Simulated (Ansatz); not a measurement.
# C2H3N: the cost of one run

All numbers are computed with the Python package of Ansatz 0.2.0. Level of theory: PBE+D3(BJ)/6-31G*.

## 1. The system

Bond lengths: C1–N2 1.426 Å, N2–C3 1.171 Å, C1–H4 1.093 Å, C1–H5 1.093 Å, C1–H6 1.093 Å. Angles: C1–N2–C3 180.0°, N2–C1–H4 109.8°, N2–C1–H5 109.8°, N2–C1–H6 109.8°, H4–C1–H5 109.1°, H4–C1–H6 109.1°, H5–C1–H6 109.1°.

The script holds or builds the structure itself.

## 2. Script

The input, opt_c2h3n.py:

```python
# -*- coding: utf-8 -*-
import ansatz as az
import numpy as np
from rdkit import Chem
from rdkit.Chem import AllChem

rd = Chem.AddHs(Chem.MolFromSmiles("C[N+]#[C-]"))
AllChem.EmbedMolecule(rd, randomSeed=298)
AllChem.UFFOptimizeMolecule(rd)
c2h3n = az.Crystal.molecule()
for atom, xyz in zip(rd.GetAtoms(), rd.GetConformer().GetPositions()):
    c2h3n = c2h3n.atom(atom.GetSymbol(), xyz.round(5).tolist())

job = (
    c2h3n.calculation()
    .basis(gaussian="6-31G*")
    .functional("pbe", dispersion="d3bj")
)
symbols = [site.symbol for site in c2h3n.cartesian_sites]
start = np.array([site.position_ang for site in c2h3n.cartesian_sites], dtype=float)
rep = job.relax(force_tolerance=0.005).run(threads=1).report
end = np.array(rep["positions_ang"])

print(f"E = {rep['free_energy_ev']:.6f} eV = {rep['free_energy_ev'] / 27.211386246:.7f} Ha")
print("converged:", rep["converged"], " doubts:", rep["published_state_doubts"] or "none")

print("final positions (A) and the move of each atom")
for symbol, xyz, old in zip(symbols, end, start):
    print(f"{symbol:2s} {xyz[0]:10.5f} {xyz[1]:10.5f} {xyz[2]:10.5f}   {np.linalg.norm(xyz - old):7.4f}")

charges = rep["charge_distribution"]
dipole = np.array(charges["dipole_moment_e_ang"]) * 4.803205
print("dipole (D): {:.3f} {:.3f} {:.3f}, length {:.3f}".format(*dipole, np.linalg.norm(dipole)))
print("atom  Mulliken   Lowdin")
for symbol, m, l in zip(symbols, charges["mulliken_charges_e"], charges["lowdin_charges_e"]):
    print(f"{symbol:4s} {m:9.3f} {l:8.3f}")
```

## 3. The input behind the calls

The engine receives this input:

```yaml
crystal:
  periodic: [false, false, false]
  atoms:
    - { symbol: C, position_ang: [-0.4763, -0.02325, 0.00113] }
    - { symbol: "N", position_ang: [0.92974, 0.04539, -0.00221] }
    - { symbol: C, position_ang: [2.08578, 0.10182, -0.00495] }
    - { symbol: H, position_ang: [-0.81327, -0.75706, -0.7599] }
    - { symbol: H, position_ang: [-0.82933, -0.34242, 1.00347] }
    - { symbol: H, position_ang: [-0.89661, 0.97553, -0.23755] }
basis:
  gaussian:
    orbitals: "6-31G*"
hamiltonian:
  xc: pbe
  dispersion: d3bj
relax:
  f_tol: 0.005
```

## 4. Running it

Command:

```
python opt_c2h3n.py
```

What time and memory should one allow on 1 thread of Arm Neoverse V2, shared host?

About 4.7 s, with a peak of 0.22 GiB.
